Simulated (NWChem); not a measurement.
Species: acetonitrile (C2H3N); SMILES CC#N

All runs: NWChem. Medium grid unless said otherwise, to which SCAN and Minnesota functionals are sensitive. Geometry: optimised at PBE0/def2-SVP. Hybrids' shares of exact exchange are those that their runs print; pure functionals count as 0. The functionals differ in more than this share.

```csv
row,share of exact exchange,orbital gap (eV)
"LDA (Slater exchange, VWN5)/def2-TZVPD",0.00,7.65
PBE/def2-TZVPD,0.00,7.48
B3LYP/def2-TZVPD,0.20,8.88
PBE0/def2-TZVPD,0.25,9.44
M06-2X/def2-TZVPD,0.54,10.93
Hartree-Fock/def2-TZVPD,1.00,withheld
```

### Question
Fit a straight line of the last column on the one before it, predict the withheld value, and compare with the run.

### Answer

1. Means of the 5 shown rows: x = 0.198, y = 8.876. Slope Σ(x − x̄)(y − ȳ)/Σ(x − x̄)² = 1.251/0.1981 = 6.315; intercept 7.626.
2. The shown rows scatter about the line by 0.133 (root mean square); the largest residual is +0.24, at PBE0/def2-TZVPD.
3. At x = 1.00 (Hartree-Fock/def2-TZVPD; beyond the shown range) the line gives 13.94.
4. The run gives 14.13, +0.19 from the line, 1.4 times the scatter.
